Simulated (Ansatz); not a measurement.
This Ansatz (an electronic-structure program) input (MP2/cc-pV(Q+d)Z) gives -1417.59637 Eh with 247 basis functions. A basis named .json is the Basis Set Exchange file of that set (core-valence sets with the plain set on hydrogen).

Ansatz 0.2 input:
```yaml
crystal:
  periodic: [false, false, false]
  atoms:
    - {symbol: C, position_ang: [-0.00358972, 0.00080934, 0.26295365]}
    - {symbol: Cl, position_ang: [-0.00984441, 1.69003269, -0.03627790]}
    - {symbol: Cl, position_ang: [1.46912032, -0.83620564, -0.00831232]}
    - {symbol: Cl, position_ang: [-1.45800895, -0.85411270, -0.04821695]}
basis:
  gaussian:
    orbitals: cc-pV_Q+d_Z.json
magnetization: {spin_polarized: true, initial_magnetization: 1}
correlation: {method: mp2, frozen_orbitals: {C: 0, Cl: 1}}
```

Change:
```diff
- correlation: {method: mp2, frozen_orbitals: {C: 0, Cl: 1}}
+ correlation: {method: mp2, electrons: outside_noble_gas}
```

What does the run give now?

-1417.16529 Eh (MP2/cc-pV(Q+d)Z, 247 functions), a change of +431.08 mEh.
